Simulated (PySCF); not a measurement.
Isomers of C4H4F2.

All values: CAM-B3LYP/def2-SVPD (PySCF) at GFN2-xTB geometries, gas phase, one conformer each. Core orbitals are frozen in the response; Δα² is half the sum of the squared differences of the principal polarisabilities. Dipoles and anisotropies that the point group forbids are given as zero.

(1) Rank by dipole moment, highest first.
A. `[CH2:1]=[CH:2]/[C:3]([F:4])=[CH:5]\[F:6]` with C1–C2–C3–F4 0°
B. `[F:1]/[CH:2]=[CH:3]\[CH:4]=[CH:5]\[F:6]` with C2–C3–C4–C5 180°
C. `[F:1]/[CH:2]=[CH:3]/[CH:4]=[CH:5]/[F:6]` with C2–C3–C4–C5 180°
D. `[F:1][CH2:2][C:3]1([F:4])[CH:5]=[CH:6]1` with F1–C2–C3–F4 180°
E. `C1([C@H]([C@@H]1F)F)=C`
F. `F[C@H]1C(=C)[C@H]1F`

(2) Rank by polarisability anisotropy Δα, highest first.
A. `C=C1[C@@H](F)[C@H]1F`
B. `[F:1][CH2:2][C:3]1([F:4])[CH:5]=[CH:6]1` with F1–C2–C3–F4 180°
C. `[F:1]/[CH:2]=[CH:3]\[CH:4]=[CH:5]/[F:6]` with C2–C3–C4–C5 180°
D. `[F:1][CH2:2][C@@H:3]1[CH:4]=[C:5]1[F:6]` with F1–C2–C3–C4 -90°
E. `[F:1]/[CH:2]=[CH:3]/[CH:4]=[CH:5]/[F:6]` with C2–C3–C4–C5 180°

(3) Rank by HOMO energy, highest first.
A. `[F:1][CH2:2][C:3]1([F:4])[CH:5]=[CH:6]1` with F1–C2–C3–F4 180°
B. `[CH2:1]=[CH:2]/[C:3]([F:4])=[CH:5]\[F:6]` with C1–C2–C3–F4 0°
C. `F[C@H]1[C@@H](F)C1=C`
D. `[F:1]/[CH:2]=[CH:3]\[CH:4]=[CH:5]/[F:6]` with C2–C3–C4–C5 180°
E. `[F:1][CH2:2][C@@H:3]1[CH:4]=[C:5]1[F:6]` with F1–C2–C3–C4 -90°

Results:

(1) F (3.03 D), B (2.35 D), E (1.71 D), D (1.00 D), A (0.47 D), C (0.00 D).

(2) E (7.21 Å³), C (6.90 Å³), A (3.26 Å³), D (1.69 Å³), B (1.23 Å³).

(3) D (-8.11 eV), B (-8.29 eV), E (-9.05 eV), C (-9.67 eV), A (-9.89 eV).

All values together:

```tsv
SMILES	μ (D)	HOMO (eV)	LUMO (eV)	α (Å³)	Δα (Å³)
FC[C@@H]1C=C1F	0.98	-9.05	1.03	6.86	1.69
C=C/C(F)=C\F	0.47	-8.29	-0.18	8.11	6.89
F/C=C\C=C/F	0.00	-8.11	0.09	8.12	6.90
F/C=C\C=C\F	2.35	-8.08	0.16	8.13	7.05
FCC1(F)C=C1	1.00	-9.89	0.62	6.73	1.23
C=C1[C@@H](F)[C@H]1F	3.03	-9.67	-0.26	7.27	3.26
F/C=C/C=C/F	0.00	-8.06	0.24	8.13	7.21
C=C1[C@@H](F)[C@@H]1F	1.71	-10.01	-0.24	7.25	3.30
```

Conformers: `[F:1][CH2:2][C@@H:3]1[CH:4]=[C:5]1[F:6]` with F1–C2–C3–C4 -90°; `[CH2:1]=[CH:2]/[C:3]([F:4])=[CH:5]\[F:6]` with C1–C2–C3–F4 0°; `[F:1]/[CH:2]=[CH:3]\[CH:4]=[CH:5]/[F:6]` with C2–C3–C4–C5 180°; `[F:1]/[CH:2]=[CH:3]\[CH:4]=[CH:5]\[F:6]` with C2–C3–C4–C5 180°; `[F:1][CH2:2][C:3]1([F:4])[CH:5]=[CH:6]1` with F1–C2–C3–F4 180°; `[F:1]/[CH:2]=[CH:3]/[CH:4]=[CH:5]/[F:6]` with C2–C3–C4–C5 180°.
